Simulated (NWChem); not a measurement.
Spin states of F (+1)

SMILES: [F+]
```xyz
1

F      0.0000     0.0000     0.0000
```
Charge +1, spin multiplicity 3.

Program: NWChem.

Basis set: def2-TZVP. The gap is E(triplet) − E(singlet), so a negative value puts the higher spin lower. Open shells are unrestricted, coupled cluster uses restricted open-shell references, and the singlet is the closed-shell solution. The triplet is the single determinant that the SCF runs reached, with unpaired electrons in orbitals of symmetry b1u and b3u (D2h labels); it need not be the lowest triplet, which in molecules with degenerate π orbitals can need several determinants. Where the lowest singlet needs several determinants, the single determinant used here isn't a pure state and places it wrongly.

```tsv
method	vertical singlet-triplet gap (kcal/mol)	remark	difference from CCSD(T)
B3LYP	-83.9	-	-19.2
B2PLYP	-84.6	-	-19.9
LC-wPBE (omega 0.3 per bohr)	-87.4	-	-22.6
HF	-101.5	-	-36.7
MP2	-87.0	-	-22.3
CCSD(T)	-64.8	large amplitudes	0.0
CR-CCSD(T)	-66.1	large amplitudes	-1.3
```

The values span 36.7 kcal/mol, from HF (lowest) to CCSD(T) (highest). 

The correlated methods keep 1 core orbital frozen. B3LYP has NWChem's definition, with VWN1-RPA local correlation. The stability of the SCF solutions was not checked. Open-shell Hartree-Fock references start from PBE0 orbitals. Differences from the coupled-cluster row are differences between methods, not errors against experiment.
